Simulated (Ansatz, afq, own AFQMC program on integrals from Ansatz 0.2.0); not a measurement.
Where AFQMC and coupled cluster stand for WSiH2, septet

```xyz
4

W     0.0000    0.0000    0.3619
Si    0.0000    0.0000   -2.1531
H     0.0000   -1.2230   -3.0031
H     0.0000    1.2230   -3.0031
```

Connectivity, by distances: W–SiH2.

Basis def2-SVP with its core potentials. Only valence electrons are correlated. AFQMC by an in-house program on the Cholesky factors that Ansatz 0.2.0 writes for its CCSD(T) run. ph-AFQMC/CISD is guided by a CISD state made of CCSD amplitudes; releasing the constraint for a short imaginary time cuts its bias at the price of noise, slowly where states lie close. ± is one standard error of the sampling. No spin–orbit coupling. The metal's outer-core s and p shells are frozen, which shifts wave-function levels against functionals.

Determinant: UHF, the one that the program's search chose, which needn't be the lowest solution. The geometry is a PBE0/def2-TZVP stationary point of this or a neighbouring charge and spin state.

No full CI on the walks' own integrals is used here; CCSDT(Q) serves as the reference and is uncertain by about the last step of the cluster series.

Cautions: no spin-orbit coupling; outer-core shells of the metal frozen; another spin lies lower.

The T1 diagnostic is 0.0225, the weight of the determinant in the CISD state is 0.877 and the ⟨S²⟩ of the determinant is 12.027. The size of the correlated space is 12 electrons in 51 orbitals.

| level | correlation energy (eV) |
| --- | --- |
| MP2 | -4.3219 |
| CCSD | -5.1618 |
| CCSD(T) | -5.3180 |

**Question.** Estimate where phaseless AFQMC with a CISD trial lies against CCSD(T) on the same integrals.

**Answer.** 22.6 ± 2.8 meV below CCSD(T).

Reference: CCSDT(Q), correlation energy -5.361 eV. The released energy is read at 4.20 1/Eh (meV from the phaseless value at times in 1/Eh: -10.2 ± 2.1 at 0.60, -15 ± 3 at 1.20, -14.8 ± 2.3 at 2.00, -15 ± 4 at 3.00, -19 ± 4 at 4.20).

```tsv
level	E − E(reference) (meV)	share of correlation (%)
CCSD(T)	43.4	99.19
CCSDT	9.3	99.83
ph-AFQMC/HF	77.9 ± 22.4	98.55
ph-AFQMC/CISD	20.8 ± 2.8	99.61
released AFQMC	1.9 ± 4.2	99.97
```

A walk keeps the symmetry of its determinant, which the program's search chose and which needn't be the lowest solution, so a lower state of the same spin and another symmetry isn't excluded. Released energies are given only where the last usable release times agree within the noise; a slower fall can still hide under it.
